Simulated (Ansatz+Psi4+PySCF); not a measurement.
A calculation with Psi4 1.11.

```
molecule {
0 1
Si 0.000000 0.000000 0.000000
H 0.856130 0.856130 0.856130
H -0.856130 -0.856130 0.856130
H -0.856130 0.856130 -0.856130
H 0.856130 -0.856130 -0.856130
}

basis {
assign H cc-pVTZ
assign Si cc-pV(T+d)Z
}
set reference rhf
set scf_type pk
energy('scf')
```

The input is written out from the run's settings.

The run gave:

- Converged: yes
- Total energy: -291.26351 hartree
- Spin squared of the determinant: 0.000
- Occupied orbitals by symmetry in an Abelian subgroup (alpha; beta): 5 A1 2 B1 2 B2; 5 A1 2 B1 2 B2
